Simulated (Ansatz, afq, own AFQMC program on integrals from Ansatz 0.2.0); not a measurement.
Integrals from Ansatz 0.2.0, then the random walk in our own AFQMC program (afq).

```yaml
crystal:
  periodic: [false, false, false]
  atoms:
    - {symbol: O, position_ang: [0.000000, -0.106704, 0.539205]}
    - {symbol: C, position_ang: [0.000000, 0.081315, -0.807736]}
    - {symbol: H, position_ang: [0.000000, 0.724791, 1.066061]}
basis:
  gaussian: {orbitals: cc-pVDZ}
magnetization: {spin_polarized: true, initial_magnetization: 1}
correlation: {method: ccsd_t, electrons: outside_noble_gas, hamiltonian_folder: ham}
```

```sh
$ ansatz run in.yaml --threads 1 --pin off --events-out ev --progress --plain --max-ram 1382MiB
```

afq runs on the folder ham with

```
--method phaseless --trial hf --walkers 120 --populations 1 --least-time 40 --time-step 0.005 --steps-per-block 20 --equilibration-blocks 112 --max-blocks 600 --target-error 0.0012000 --factor-cut 1e-05 --start spin_pure --seed 9050 --taylor-order 6
```

Times are imaginary, in 1/Eh. The walk had a cap of 774 s.

```
orbitals 31  electrons 6 5  factors 229 of 306
reference energy -113.20073537 Eh
CCSD correlation -0.29710859 Eh in 13 cycles, weight of the determinant in the CISD state 0.8921
energy of the start -113.200941 Eh
 block  time / (1/Eh)  mean weight  energy / Eh
     1     0.100  0.9998  -113.288748
     2     0.200  1.0030  -113.341792
     3     0.300  1.0023  -113.388508
     4     0.400  1.0043  -113.397934
     5     0.500  1.0015  -113.417077
     8     0.800  1.0005  -113.428940
    18     1.800  1.0007  -113.481275
    69     6.900  1.0000  -113.510225
   120    12.000  0.9999  -113.518276
   171    17.100  0.9987  -113.495029
   222    22.200  1.0008  -113.558360
   273    27.300  1.0020  -113.525754
   324    32.400  1.0016  -113.541682
   375    37.500  1.0029  -113.502418
   426    42.600  0.9994  -113.467539
   477    47.700  1.0026  -113.559092
   511    51.100  0.9987  -113.450797
   528    52.800  1.0003  -113.511745
   579    57.900  0.9996  -113.516408
   630    63.000  0.9982  -113.533931
   681    68.100  0.9980  -113.488564
   698    69.800  0.9977  -113.530950
blocks merged  error / Eh  count
     1  0.001179  600
     2  0.001552  300
     4  0.002036  150
     8  0.002559  75
    16  0.003046  37
    32  0.003291  18
    64  0.003233  9
energy -113.503591 +/- 0.003291 Eh
(rows thinned)
```

Problem. Estimate how long the walk took on 1 thread of Intel(R) Xeon(R) 6975P-C (Granite Rapids) (shared host).

Solution. 120 s of wall time.

The run passed its tests (sampling time, drift between the halves within three errors, error under three times the target), which doesn't prove that it has relaxed.

Against this walk (error 89.5 meV) on the same determinant: CCSD(T) 88.0 meV lower (within the noise), CCSDT(Q) 134.1 meV lower (within the noise), a separate phaseless walk with a CISD trial and standard settings 96.1 ± 91.3 meV lower (within the noise). The error is statistical and leaves out the bias of the constraint.

Cautions: constraint bias not in the error; error above the target (89.5 against 32.7 meV).

CCSDT and higher add their correlation energy to the determinant of the CCSD(T) run, since their own runs factorise the integrals more tightly (a shift of under 2 meV). A walk keeps the symmetry of its determinant, which the program's search chose and which needn't be the lowest solution, so a lower state of the same spin and another symmetry isn't excluded.
